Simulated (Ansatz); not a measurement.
# SiH5 (doublet): from Hartree-Fock to the top rungs at distance H1–H2 along a hydrogen transfer = 1.392 Å, cc-pVTZ

How much of the correlation energy of SiH5 (doublet) does each wave-function method recover here?

Method: cc-pVTZ, core rule «outside noble gas», up to 5 orbitals frozen; program: Ansatz 0.2.0, Gaussian basis.

To be run: UHF; CCSD(T) on ROHF; CCSD(T) on UHF; BCCD(T) on ROHF; CISD; CCSDT(Q) on ROHF; CCSDT(Q) on UHF; CASSCF and NEVPT2, 3 electrons in 3 orbitals; CASSCF and NEVPT2, 9 electrons in 9 orbitals.

## 1. The geometry

The geometry derives from fragments relaxed apart (PBE0/def2-TZVP) and kept rigid, so it is no stationary point. A hydrogen atom is moved between rigid fragments.

6 atoms, charge 0, spin multiplicity 2.

Atoms are counted from 1 here; the program's logs count them from 0.

Bond lengths: H2–Si3 1.440 Å, Si3–H4 1.486 Å, Si3–H5 1.486 Å, Si3–H6 1.486 Å. Angles: H2–Si3–H4 107.6°, H2–Si3–H5 107.6°, H2–Si3–H6 107.6°, H4–Si3–H5 111.3°, H4–Si3–H6 111.3°, H5–Si3–H6 111.3°.

## 2. UHF

File in.yaml:

```yaml
crystal:
  periodic: [false, false, false]
  atoms:
    - {symbol: H, position_ang: [-2.743086, 0.000000, -0.000002]}
    - {symbol: H, position_ang: [-1.351086, 0.000000, -0.000001]}
    - {symbol: Si, position_ang: [0.088914, 0.000000, 0.000000]}
    - {symbol: H, position_ang: [0.538887, -1.416253, 0.000001]}
    - {symbol: H, position_ang: [0.538888, 0.708126, -1.226511]}
    - {symbol: H, position_ang: [0.538887, 0.708127, 1.226511]}
basis:
  gaussian: {orbitals: cc-pVTZ}
magnetization: {spin_polarized: true, initial_magnetization: 1}
hamiltonian: {xc: hf}
output: {orbitals: {seedname: orbitals}}
```

Command:

```console
$ ansatz run in.yaml --threads 1 --pin off --events-out ev --progress --plain --max-ram 2816MiB --backend cpu
```

The runs that follow: CCSD(T) on ROHF; CCSD(T) on UHF; BCCD(T) on ROHF; CISD; CCSDT(Q) on ROHF; CCSDT(Q) on UHF; CASSCF and NEVPT2, 3 electrons in 3 orbitals; CASSCF and NEVPT2, 9 electrons in 9 orbitals.

Q: Predict the results of all the runs planned. Wanted: UCCSDT(Q) below the RHF energy; RMP2 from UCCSDT(Q); UMP2 from UCCSDT(Q); RCCSD from UCCSDT(Q); RCCSD(T) from UCCSDT(Q); UCCSD(T) from UCCSDT(Q); RCCSDT(Q) from UCCSDT(Q); NEVPT2 valence from UCCSDT(Q); T1 diagnostic.

As calculated:

```
                         quantity                                                   value
   UCCSDT(Q) below the RHF energy                                              -5.0829 eV
              RMP2 from UCCSDT(Q)                                             +1000.7 meV
              UMP2 from UCCSDT(Q)                                              +993.2 meV
             RCCSD from UCCSDT(Q)                                              +140.9 meV
          RCCSD(T) from UCCSDT(Q)                                               +25.4 meV
          UCCSD(T) from UCCSDT(Q)                                               +25.3 meV
         RCCSDT(Q) from UCCSDT(Q)                                                +0.2 meV
    NEVPT2 valence from UCCSDT(Q)                                             +1112.0 meV
levels within 1 kcal/mol (43 meV)  RCCSD(T), UCCSD(T), BCCD(T), RCCSDT, UCCSDT, RCCSDT(Q)
                    T1 diagnostic                                                   0.019
   effectively unpaired electrons                                                    1.01
```

**Reading.** RCCSD(T) lands +25.4 meV from the yardstick (0.5 % of the correlation energy). One determinant dominates. These misses are within one basis, not against nature; the frozen cores of restricted and unrestricted runs differ, which can shift their rows.
